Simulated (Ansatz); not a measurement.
## Ba2TeP2O9 (P-1, No. 2; cell taken from a computed entry)

All values below come from r²SCAN in Ansatz (plane waves, PAW).

Run with plane-wave cutoff 560 eV, 6×6×4 k mesh (along the axes of the cell as run), Fermi–Dirac smearing 0.01 eV, scalar-relativistic PAW data made under PBE.

Cell (relaxed with PBEsol):

Ba₂O₉P₂Te is modelled in the triclinic space group P-1 (No. 2), Pearson symbol aP28. Lattice parameters: a = 6.929 Å, b = 7.396 Å, c = 8.854 Å, α = 77.11°, β = 79.81°, γ = 75.34°. Ba1 on 2i has 9 O at 2.648–3.045 Å and 2 O at 3.305–3.461 Å. Ba2 on 2i has 8 O at 2.682–2.952 Å and 2 O at 3.419–3.504 Å. Te on 2i sees 1 O at 1.937 Å and 4 O at 2.066–2.173 Å. P1 on 2i sees 4 O at 1.531–1.614 Å (tetrahedral). P2 on 2i has 4 O at 1.516–1.598 Å (tetrahedral). O1 on 2i is surrounded by 1 P at 1.550 Å and 3 Ba at 2.657–2.797 Å (tetrahedral). O2 on 2i sees 1 Te at 1.937 Å and 1 Te at 2.133 Å and 2 Ba at 2.952–3.045 Å. O3 on 2i is surrounded by 1 P at 1.516 Å and 2 Ba at 2.698–2.732 Å (trigonal planar). 6 further independent sites are not listed. (Neighbours: up to the widest gap in distance over summed covalent radii, below 1.35, at either atom; cation-cation and far metal-metal contacts left out.)

```
Quantity                                       Value
-------------------------------------------  -------
band gap                                     4.08 eV
smallest direct gap on the k points sampled  4.09 eV
direct gap at Γ                              4.67 eV
```

Note: cell and atoms aren't relaxed at this level (largest force component 0.49 eV/Å, pressure -0.4 GPa).

Spin–orbit coupling is not included.

Computed values are for the static lattice.

The result took about 14 core-minutes (a rough figure).

Ansatz is a first-principles code.
